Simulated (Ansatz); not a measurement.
One change: `N=C(CN)CF` becomes `N=CCN`.

Ansatz, PBE0-D4/def2-TZVP geometries, multiplicity 1. Each molecule was computed in one conformer, which needn't be the lowest.

| property | `N=C(CN)CF` |
| --- | --- |
| HOMO–LUMO gap (PBE/def2-TZVPP) / eV | 4.80 |
| HOMO–LUMO gap (B3LYP/def2-TZVPP) / eV | 6.92 |
| size of the dipole moment (ωB97M-V/def2-TZVPP) / D | 2.74 |
| HOMO energy (ωB97M-V/def2-TZVPP) / eV | -9.91 |
| LUMO energy (ωB97M-V/def2-TZVPP) / eV | 1.98 |
| HOMO energy (PBE0/def2-TZVPP) / eV | -7.50 |

Question: What does the change do to each property? (Estimate.)

Answer: Ansatz gave: 
| property | `N=CCN` | shift |
| --- | --- | --- |
| HOMO–LUMO gap (PBE/def2-TZVPP) / eV | 4.29 | -0.51 |
| HOMO–LUMO gap (B3LYP/def2-TZVPP) / eV | 6.43 | -0.49 |
| size of the dipole moment (ωB97M-V/def2-TZVPP) / D | 2.19 | -0.55 |
| HOMO energy (ωB97M-V/def2-TZVPP) / eV | -9.45 | 0.46 |
| LUMO energy (ωB97M-V/def2-TZVPP) / eV | 2.20 | 0.22 |
| HOMO energy (PBE0/def2-TZVPP) / eV | -7.03 | 0.47 |

Dipoles are sizes alone; their direction can turn.

B3LYP here is the variant with VWN-RPA as its local correlation; programs differ in this.
